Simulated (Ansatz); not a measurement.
Equilibrium lattice constant a of Be (model structure, started from the omega type, P6/mmm, No. 191, 3 atoms in the cell) at several levels of theory

No measured value is used here.

| level (code) | value (Å) |
|---|---|
| PBE (Ansatz) | 3.569 |
| PBEsol (Ansatz) | 3.560 |
| PBE-D3(BJ) (Ansatz) | 3.500 |

Ansatz's density-functional and Hartree–Fock values are scalar-relativistic unless marked +SOC, with PAW data made under PBE.

A model structure was made by putting elements into a prototype or built by hand; it is no filed structure, need not be a known phase, and can be a saddle point held by its symmetry.

Ansatz is a program for electronic structure.
